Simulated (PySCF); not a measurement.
Reproducing measurements on NP

**Experimental background.**

From NIST CCCBDB Release 22 (SRD 101), experimental dipoles, for the gas: dipole moment (microwave Stark effect, equilibrium value μe) 2.751 ± 0.0008 D.

From Liu, Meijer, Perez-Rios, Phys. Chem. Chem. Phys. 22 (2020) 24191, for the gas: dipole moment 2.7514 D.

The runs below try to reproduce these values; the comparison stands at the end.

Species: NP.
Numbering: `[N:1]#[P:2]`

Geometry (B3LYP/def2-TZVP, Å), atoms numbered from 1 in this order:
```
atom  x, y, z in Å
N1     0.743   -0.007    0.002
P2    -0.740    0.000   -0.007
```

The PySCF runs (gas phase, on this B3LYP/def2-TZVP geometry; no spin–orbit coupling):

| level | job | basis functions | wall time |
| --- | --- | --- | --- |
| B3LYP/def2-TZVP, grid level 1 | geometry optimisation from a GFN2-xTB start | 68 | 2.0 s |

Hardware: Arm Neoverse V1, one thread, no GPU, on a shared host.

Results beside the measurements:

**Dipole moment.** Measured: 2.751 D (NIST CCCBDB Release 22 (SRD 101), experimental dipoles) and 2.7514 D (Liu, Meijer, Perez-Rios, Phys. Chem. Chem. Phys. 22 (2020) 24191). Differences are taken against the first.

```
          level  computed (D)  computed − measured (D)  % (from the printed values)
B3LYP/def2-TZVP         2.881                   +0.130                           +5
```

The computed dipoles belong to one fixed geometry; measured ones are averaged over vibrations unless marked μe. Magnitudes are compared, not signs.

The geometry is computed, not the measured one. Where a level misses, the cause wasn't examined.
